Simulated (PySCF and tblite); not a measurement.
Values are calculated unless marked as measured or tabulated.
Molecule: C4H10N2, numbered as in [CH2:1]1[CH2:2][NH:3][CH2:4][CH2:5][NH:6]1; H are named by their carrier, a and b as at the first point (Å):

```
C1       1.243    0.658    0.121
C2       1.128   -0.840   -0.192
N3      -0.087   -1.454    0.362
C4      -1.237   -0.680   -0.127
C5      -1.132    0.818    0.189
N6       0.087    1.413   -0.334
H1a      2.139    1.074   -0.343
H1b      1.319    0.800    1.206
H2a      1.111   -0.991   -1.277
H2b      1.991   -1.377    0.210
H3      -0.042   -1.187    1.349
H4a     -2.141   -1.097    0.325
H4b     -1.301   -0.827   -1.210
H5a     -1.989    1.353   -0.226
H5b     -1.127    0.964    1.276
H6       0.057    1.400   -1.350
```

The mean out-of-plane torsion at N3 (0° is planar) is held and the rest relaxed at GFN2-xTB. Energies: PBE0/pcSseg-1 + D3(BJ). Couplings: B3LYP/6-31G* with H pcJ-1 N pcJ-1, gas phase, for ¹H, ¹⁵N. Programs: tblite and PySCF.

Task: How do the most sensitive couplings change along the out-of-plane angle?

Result: 
| out-of-plane angle ° | ¹J(N3,H3) | ³J(H2a,H3) | ³J(H3,H4b) | ³J(H3,H4a) | ³J(H2b,H3) | ³J(N3,H1a) | ³J(N3,H5a) |
| --- | --- | --- | --- | --- | --- | --- | --- |
| -42 | -55.3 | 13.1 | 13.1 | 2.0 | 2.0 | -0.4 | -0.4 |
| -26 | -82.1 | 12.2 | 12.2 | 4.9 | 4.9 | -1.6 | -1.6 |
| 0 | -106.2 | 1.4 | 1.4 | 7.8 | 7.8 | -4.4 | -4.4 |
| 26 | -81.8 | -0.3 | -0.3 | 4.9 | 4.9 | -5.8 | -5.8 |
| 42 | -57.5 | 3.1 | 3.1 | 3.0 | 3.0 | -5.0 | -5.0 |
Values in Hz.

Task: Set ³J(H2a,H3) against its H–C–N–H torsion.

Result: -174°: 13.1 Hz, 51°: 3.1 Hz, 74°: -0.3 Hz, 113°: 1.4 Hz, 158°: 12.2 Hz.
